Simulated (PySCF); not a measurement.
Species: carbonyl fluoride, CF₂O.
Z-matrix (Å and degrees, PBE0-D3(BJ)/def2-SVP geometry), rows numbered from 1:
```
O 
C   1  1.1712
F   2  1.3071  1  126.05
F   2  1.3066  1  125.90  3   179.90
```

Linear response at CAM-B3LYP/def2-SVPD (PySCF, frozen core in the response, non-relativistic).

Static isotropic polarisability: 18.27 au (2.71 Å³), principal values 13.7, 18.6, 22.5 au.

(1) What is the polarisability at 1064 nm and at the sodium D line?

(2) What is the isotropic C6 coefficient between two such molecules, C6 = (3/π)∫α(iω)² dω?

(3) Which effective excitation energy ω̄ makes London's formula C6 = (3/4)α²ω̄ exact here?

(4) What molar refraction at the D line follows from R = (4π/3)·N_A·α′, with α′ the polarisability volume?

(5) What three-body coefficient follows from the one-pole estimate C9 = (3/4)·α·C6?

(6) How many electrons N does the Slater–Kirkwood formula C6 = (3/4)·√N·α^(3/2) need to give this C6?

(7) What does −C6/R⁶ come to at R = 10 Å between centres?

(8) The lowest 6 singlets have (eV, f): 7.10, 0.000; 9.23, 0.031; 10.14, 0.181; 10.33, 0.007; 10.64, 0.000; 10.84, 0.009. What share of the static polarisability do they carry in the sum over states α = Σ f/ω²?

(9) How anisotropic is the static polarisability, by Δα² = ½[(α1 − α2)² + (α2 − α3)² + (α3 − α1)²]?

Answers

(1) 18.35 au at 1064 nm (+0.4 %), 18.54 au at 589.3 nm (+1.5 %). The rise at 589.3 nm is 3.31 times that at 1064 nm; a pure ω² law gives 3.26. The lowest singlet lies at 175 nm, shorter than both wavelengths.

(2) 197.9 au (Eh·bohr⁶) by a ten-point quadrature over imaginary frequencies, which is 118 eV·Å⁶ or 11.4 J·nm⁶/mol.

(3) ω̄ = 4·C6/(3α²) = 0.791 Eh = 21.5 eV. A one-pole form α(ω) = α/(1 − ω²/ω̄²) fitted to the 1064 nm value gives 17.4 eV.

(4) α′ = 2.75 Å³ gives R = 6.93 cm³/mol, for isolated, non-vibrating species.

(5) 2710 au. This is an estimate from the two numbers above, not a computed integral.

(6) N = (4·C6/3)²/α³ = 11.4; the species has 32 electrons in all.

(7) -11 J/mol. This is the leading, orientation-averaged term; C8 and higher terms are left out.

(8) 1.68 au, 9.2 % of α; the largest term, 1.30 au, is that of the state at 10.14 eV. Their oscillator strengths add up to 0.23. Higher states carry the rest.

(9) Δα = 7.6 au, or 0.42 of the isotropic value.

Hardware: Arm Neoverse V2, one thread, shared host. Cost: 3.6 s of wall time, 0.38 GiB resident at most. This is the whole response run at CAM-B3LYP/def2-SVPD, SCF included.
